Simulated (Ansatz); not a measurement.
System: C₂H₃O, charge 0, multiplicity 2. It need not be the lowest isomer of its formula. SMILES: [CH2]C=O
Structure (B3LYP-D3(BJ)/def2-TZVP (Ansatz, a quantum-chemistry and plane-wave program) minimum search):
```xyz
6

O      1.0886     0.2494    -0.4273
C      0.0466     0.3623     0.2203
H     -0.0990     1.2298     0.8885
C     -1.0108    -0.5831     0.1583
H     -1.9128    -0.4520     0.7415
H     -0.9117    -1.4488    -0.4833
```
Charge 0, spin multiplicity 2.

Parts of the frozen-core correlation energy in cc-pVDZ (Ansatz, hartree). Frozen orbitals: 3; correlated occupied orbitals by spin: 9 and 8; virtual: 45 and 46. UHF or UKS for open shells. No spin-orbit coupling. Non-relativistic.

```json
[
 {"term": "reference (HF)", "value": "-152.31340"},
 {"term": "MP2 opposite-spin", "value": "(withheld)"},
 {"term": "MP2 same-spin", "value": "(withheld)"},
 {"term": "CCSD correlation", "value": "-0.44552"},
 {"term": "(T)", "value": "(withheld)"},
 {"term": "T1 diagnostic", "value": "0.033"},
 {"term": "largest doubles amplitude", "value": "0.082"},
 {"term": "<S^2> of the reference", "value": "0.929"}
]
```

Task: What belongs in the gaps?

Result: 
- MP2 opposite-spin, value: -0.30169
- MP2 same-spin, value: -0.10244
- (T), value: -0.01331
